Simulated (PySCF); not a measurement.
Static response to an electric field

Compound: C4H9N.
Cartesian coordinates in Å at the GFN2-xTB level; atoms count from 1:
```xyz
14
C4H9N angstrom
C      2.160   -0.255   -0.276
C      1.080   -0.875    0.560
N     -0.146   -0.619    0.611
C     -0.769    0.401   -0.194
C     -2.260    0.440    0.123
H      2.625   -1.026   -0.889
H      1.780    0.533   -0.921
H      2.928    0.157    0.378
H      1.418   -1.669    1.222
H     -0.625    0.190   -1.262
H     -0.322    1.382    0.014
H     -2.753    1.204   -0.473
H     -2.408    0.660    1.177
H     -2.710   -0.525   -0.091
```

Level: PBE0/def2-SVPD (PySCF), static field, nuclei fixed, core orbitals frozen in the response. The polarisability tensor in these axes (au):

```
x   75.43 -6.74 -0.59
y   -6.74 52.19 -3.81
z   -0.59 -3.81 50.11
```

Question: Give the principal values, the mean and the anisotropy Δα = √{½[(α1 − α2)² + (α2 − α3)² + (α1 − α3)²]}.

Answer: Principal values 46.41, 54.07 and 77.25 au; mean 59.24 au = 8.78 Å³ = 9.77 × 10⁻⁴⁰ C²·m²/J; Δα = 27.81 au (47 % of the mean).

Question: What is the dipole moment, and where does it point?

Answer: (1.59, 0.75, -1.08) D, 2.06 D in size, pointing from the negative to the positive side. Measured along this direction, the outermost atoms are H14 and H13 at the negative end and H8, H6 and H7 at the positive end.

Question: Find the Langevin capture rate constant for NH4+ (18.034 u) meeting this molecule (71.073 u), k = 2.342 × 10⁻⁹ cm³/s × √(α in Å³ / reduced mass in u).

Answer: The reduced mass is 14.38 u, so k = 1.83 × 10⁻⁹ cm³/s. The formula leaves out the permanent dipole, which adds to the capture rate.

Question: Traceless (Buckingham) quadrupole moment about the centre of nuclear charge: eigenvalues?

Answer: -3.57, -0.41, 3.98 D·Å. The values depend on the origin, since the dipole doesn't vanish. The electronic extent ⟨r²⟩ about the same centre is 571 bohr², a root-mean-square distance of 2.00 Å for the 40 electrons.

Question: What depolarisation ratio follows for Rayleigh scattering of linearly polarised light, taking the static tensor?

Answer: ρ = 3Δα²/(45ᾱ² + 4Δα²) = 2320.0/(157932 + 3093.4) = 0.0144.

Geometry: GFN2-xTB, one conformer, isolated molecule.
